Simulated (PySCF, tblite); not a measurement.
Bond stretch in CHN, SMILES C#N. The C1–H3 bond (C1 also carries N; H3 carries nothing else) is stretched with both fragments frozen at the PBE0/def2-TZVP optimised geometry.

Computed with: GFN2-xTB, 300 K electronic temperature (tblite); UCCSD(T) = CCSD(T) on UHF/6-31G, 2 core orbitals frozen (PySCF 2.14.0).

Energies relative to the lowest point of each curve near equilibrium, in kcal/mol; the last columns give the difference from UCCSD(T):

| R / Å | GFN2-xTB | UCCSD(T) | GFN2-xTB − UCCSD(T) |
|---|---|---|---|
| 0.85 | 29.9 | 35.7 | -5.9 |
| 0.91 | 12.9 | 16.7 | -3.8 |
| 0.96 | 5.0 | 7.2 | -2.3 |
| 1.00 | 1.5 | 2.8 | -1.2 |
| 1.03 | 0.3 | 0.9 | -0.6 |
| 1.07 | 0.0 | 0.0 | 0.0 |
| 1.09 | 0.3 | 0.1 | 0.2 |
| 1.14 | 2.3 | 1.8 | 0.5 |
| 1.17 | 4.0 | 3.5 | 0.5 |
| 1.23 | 8.5 | 8.2 | 0.3 |
| 1.33 | 17.8 | 18.4 | -0.7 |
| 1.44 | 29.1 | 31.3 | -2.2 |
| 1.60 | 45.8 | 50.7 | -4.9 |
| 1.78 | 63.5 | 71.6 | -8.1 |
| 1.91 | 74.9 | 84.8 | -9.9 |
| 2.16 | 93.3 | 104.2 | -10.8 |
| 2.33 | 103.2 | 112.2 | -9.0 |
| 2.59 | 114.6 | 117.9 | -3.3 |
| 2.86 | 122.6 | 119.8 | 2.7 |
| 3.22 | 128.7 | 120.6 | 8.1 |
| 3.72 | — | 120.8 | — |

GFN2-xTB is furthest from UCCSD(T) at 2.16 (-10.8 kcal/mol, below); its mean absolute difference over the points is 3.8 kcal/mol.

Dashes: no converged value, or the column stops at the first point that the program doubted or that broke a chosen test of continuity, which isn't proof of a fault.

The unrestricted determinant behind UCCSD(T) is spin-contaminated at 1.60 to 3.72 Å (<S²> up to 1.4, against 0.00 for a pure singlet).
